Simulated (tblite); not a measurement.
C3H9P.
Geometry (GFN2-xTB, Å), atoms numbered from 1 in this order:
```
atom  x, y, z in Å
C1    -2.0227   -0.2731   -0.2061
C2    -0.5243   -0.5329   -0.2792
P3     0.4384    0.7417    0.6825
C4     2.1312    0.3053    0.0694
H5    -2.5699   -1.0431   -0.7475
H6    -2.2651    0.6946   -0.6419
H7    -2.3575   -0.2727    0.8292
H8    -0.2953   -1.5090    0.1599
H9    -0.1856   -0.5427   -1.3192
H10    0.2256    1.7782   -0.2392
H11    2.4490   -0.6232    0.5424
H12    2.8238    1.0929    0.3587
H13    2.1480    0.1844   -1.0124
```

Computed values, GFN2-xTB/tblite, gas phase, harmonic and unscaled. Errors from tens to a few hundred cm⁻¹ against measured bands are possible. Modes of hydrogen on phosphorus can be 10 to 20 % off. One conformer, not necessarily the lowest.

Harmonic wavenumbers (cm⁻¹): 81.9, 168.6, 199.9, 219.8, 318.2, 677.0, 722.2, 734.2, 747.3, 853.5, 884.4, 983.8, 1020.3, 1043.0, 1077.8, 1227.2, 1260.4, 1322.0, 1411.5, 1445.5, 1453.6, 1458.7, 1496.4, 1500.0, 2235.3, 2931.4, 2945.1, 2996.0, 3003.8, 3016.1, 3019.8, 3021.8, 3032.7.

A = 14192, B = 3051, C = 2696 MHz; mass 76.044 u (most abundant isotopes); point group C1, symmetry number 1.

Q: Zero-point energy?

A: Half the sum of the wavenumbers: 24255 cm⁻¹ = 69.35 kcal/mol.

Q: Give the ideal-gas entropy at 200 K and 1 bar in the rigid-rotor, harmonic-oscillator model (classical rotation).

A: Translation 36.94, rotation 24.23, vibration 8.60: S = 69.8 cal/(mol K).

Q: And Cp and H(200 K) − H(0)?

A: Cp = 18.12 cal/(mol K), of which vibrations give 10.18 (their classical limit is 33 R = 65.6); H(200 K) − H(0) = 2.59 kcal/mol without the zero-point energy, 1.00 from vibrations.

Q: Which modes carry the vibrational entropy at 200 K?

A: 81.9 cm⁻¹: 3.07; 168.6 cm⁻¹: 1.72; 199.9 cm⁻¹: 1.43; 219.8 cm⁻¹: 1.27; 318.2 cm⁻¹: 0.73; 677.0 cm⁻¹: 0.09 cal/(mol K); the other 27 give 0.30 together.

Q: How do the functions run with temperature in this model?

A: 
| T (K) | S (cal/(mol K)) | Cp (cal/(mol K)) | H − H(0) (kcal/mol) | G − H(0) (kcal/mol) | ln q(vib) |
| --- | --- | --- | --- | --- | --- |
| 50 | 51.0 | 10.0 | 0.43 | -2.12 | 0.11 |
| 100 | 59.0 | 13.4 | 1.02 | -4.89 | 0.57 |
| 298.15 | 78.0 | 23.7 | 4.64 | -18.62 | 3.05 |
| 373.15 | 83.9 | 28.3 | 6.59 | -24.70 | 4.02 |
| 500 | 93.2 | 35.4 | 10.65 | -35.93 | 5.71 |
| 750 | 109.6 | 45.9 | 20.89 | -61.33 | 9.08 |
| 1000 | 123.9 | 53.1 | 33.32 | -90.56 | 12.35 |

q(vib) and H(0) count from the zero-point level.

Q: Blend soft modes into free rotors: weight 1/[1 + (100 cm⁻¹/ν̃)⁴] for the oscillator and the rest for a rotor with moment μB/(μ + B), μ = h/(8π²ν), B = 10⁻⁴⁴ kg m². What vibrational entropy results?

A: 8.39 cal/(mol K) in place of 8.60, which changes −T·S at 200 K by +0.04 kcal/mol.

Hindered rotation and anharmonicity are outside this model. Other conformers, if any are populated, would add a mixing term that is left out. The structure is chiral; the term R ln 2 for an equal mix with its mirror image is left out.
